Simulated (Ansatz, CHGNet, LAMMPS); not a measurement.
**Ladder of methods for the vacancy formation energy of fcc Au**

Reference value: 0.89 ± 0.04 eV (measured, no zero-point or thermal correction, monovacancy; as tabulated in Mehl and Papaconstantopoulos (1996), arXiv:mtrl-th/9602003).

Question: Put these levels in order of the vacancy formation energy that they give for fcc Au, smallest first: CHGNet 0.3.0 (CHGNet), EAM u3 (LAMMPS), MEAM library.meam-Au (LAMMPS), r²SCAN (Ansatz, a first-principles code).

Answer: CHGNet 0.3.0 (0.31 eV), r²SCAN (0.47 eV), MEAM library.meam-Au (0.85 eV), EAM u3 (1.03 eV)

Differences against the reference: EAM u3 +0.14 eV, MEAM library.meam-Au -0.040 eV, CHGNet 0.3.0 -0.58 eV, r²SCAN -0.42 eV.

Density-functional levels without +SOC have no spin–orbit coupling. Sites in the supercell: CHGNet 0.3.0 108, r²SCAN 256, MEAM library.meam-Au 256, EAM u3 256. Each level is taken at its own relaxed cell. Ansatz's density-functional and Hartree–Fock values are scalar-relativistic unless marked +SOC, with PAW data made under PBE.

Empirical potentials (EAM u3, MEAM library.meam-Au) are fitted to chosen data, which need not cover the solid at hand: agreement can be built in, and what lay outside the fit can be far off. Machine-learned potentials (CHGNet 0.3.0) are trained on DFT data, which may include these solids.

Differences are worked out from the printed values.
